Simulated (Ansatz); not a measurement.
# CH6Si (SMILES C[SiH3]): methods side by side

The species is CH6Si (8 atoms), meant as a singlet with charge 0. SMILES: `C[SiH3]`. The coordinates come from a PBE0-D4/def2-TZVP relaxation.

```xyz
8

C    -0.1815    0.2397   -0.9403
Si    0.1624   -0.2145    0.8415
H    -1.2405    0.1125   -1.1756
H     0.3955   -0.3914   -1.6198
H     0.0866    1.2807   -1.1339
H    -0.6250    0.6462    1.7654
H     1.6056   -0.0400    1.1599
H    -0.2031   -1.6332    1.1028
```

Quantity: the energy change with the C1–H5 bond stretched from 1.092 to 1.365 Å, in eV. The values are calculated.

| level | kind | program | value (eV) | less FCI/STO-3G | CPU time (all runs) |
| --- | --- | --- | --- | --- | --- |
| HF/STO-3G (restricted) | Hartree–Fock | Ansatz | 1.24 | +0.39 | 0.18 s |
| SVWN5/STO-3G (restricted) | LDA | Ansatz | 0.93 | +0.08 | 1.5 s |
| PBE/STO-3G (restricted) | GGA | Ansatz | 0.88 | +0.03 | 2.3 s |
| r2SCAN/STO-3G (restricted) | meta-GGA | Ansatz | 0.97 | +0.12 | 5 s |
| B3LYP/STO-3G (restricted) | global hybrid | Ansatz | 0.95 | +0.10 | 2.4 s |
| HSE06/STO-3G (restricted) | range-separated hybrid | Ansatz | 1.01 | +0.16 | 2.8 s |
| BCCD(T)/STO-3G (restricted) | coupled cluster or CI | Ansatz | 0.86 | +0.01 | 0.31 s |
| CCSDT(Q)/STO-3G (restricted) | coupled cluster or CI | Ansatz | 0.85 | 0.00 | 0.57 s |
| FCI/STO-3G | exact in the basis | Ansatz | 0.85 | 0.00 | 94 s |

FCI/STO-3G is exact within its basis and frozen core, so for wave-function methods in that basis the difference is their error; functionals converge differently with the basis, so for them it is only a difference. The first shape isn't each level's own minimum. The values span 0.85 to 1.24 eV. All rows use very small basis sets, so none should be taken for the real molecule's value. Times are those of the runs behind each value, whatever else they computed, on shared processors of several kinds: orders of magnitude only.
